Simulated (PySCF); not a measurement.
Species: C3H4F2O.
SMILES: `O=CCC(F)F`

Method: TDDFT CAM-B3LYP/def2-SVPD, vertical, gas phase, core orbitals frozen in the response in PySCF 2.14.0, density-fitted response routines. The structure is a single PBE0-D3(BJ)/def2-SVP conformer in the gas phase; no vibrational or solvent corrections. Torsions of this conformer, `[O:1]=[CH:2][CH2:3][CH:4]([F:5])[F:6]`: O1–C2–C3–C4 136°, C2–C3–C4–F5 175°.

What does the calculation give for the low-lying excited states?

```csv
state,E (eV),λ (nm),f,"main configurations (H = HOMO, L = LUMO)"
S1,4.21,294.3,0.0001,H→L (98%)
S2,7.78,159.4,0.0034,"H→L+1 (53%), H→L+2 (38%)"
S3,8.24,150.5,0.055,H-1→L (83%)
S4,8.38,148.0,0.062,"H→L+3 (44%), H→L+2 (19%), H→L+1 (14%)"
S5,8.55,145.1,0.018,"H→L+3 (45%), H→L+2 (28%), H→L+1 (16%)"
S6,8.80,140.9,0.057,"H-2→L (52%), H-3→L (16%), H-6→L (8%)"
S7,9.09,136.4,0.044,"H→L+4 (57%), H→L+6 (10%), H→L+1 (9%)"
S8,9.36,132.4,0.018,"H-7→L (30%), H→L+5 (20%), H-5→L (18%)"
S9,9.45,131.2,0.024,"H→L+5 (54%), H-7→L (11%)"
S10,9.67,128.2,0.073,H→L+6 (56%)
```

Triplets, Tamm–Dancoff:

| state | E (eV) | λ (nm) | main configurations (H = HOMO, L = LUMO) |
| --- | --- | --- | --- |
| T1 | 3.59 | 345.1 | H→L (97%) |
| T2 | 5.95 | 208.3 | H-2→L (54%), H-1→L (23%), H-3→L (11%) |
| T3 | 7.62 | 162.8 | H→L+1 (50%), H→L+2 (42%) |
| T4 | 7.98 | 155.4 | H-1→L (26%), H-2→L (22%), H-8→L (13%) |

The lowest singlet comes at 294 nm (406 kJ/mol) in the ultraviolet; it is dark (f under 0.0005); its leading configuration is HOMO→LUMO (98%). The most intense listed level is S10 at 9.67 eV (128 nm, f = 0.073), 5.46 eV above S1. It is the last of those listed, so stronger ones may follow. S1 has the pattern of n→π* at C=O. Orbital energies (eV): HOMO-3 -13.43, HOMO-2 -12.79, HOMO-1 -11.77, HOMO -9.53, LUMO -0.21, LUMO+1 1.36, LUMO+2 1.74. Weighted by f, the mean energy of these states is 8.90 eV. The oscillator strengths of these states sum to 0.355; summed over the whole spectrum of an exact calculation they would give the number of electrons, 48 (Thomas–Reiche–Kuhn). The vertical ionisation energy (ΔSCF) is 10.67 eV, 1.00 eV above S10. Singlets were solved by full linear response, triplets in the Tamm–Dancoff approximation.
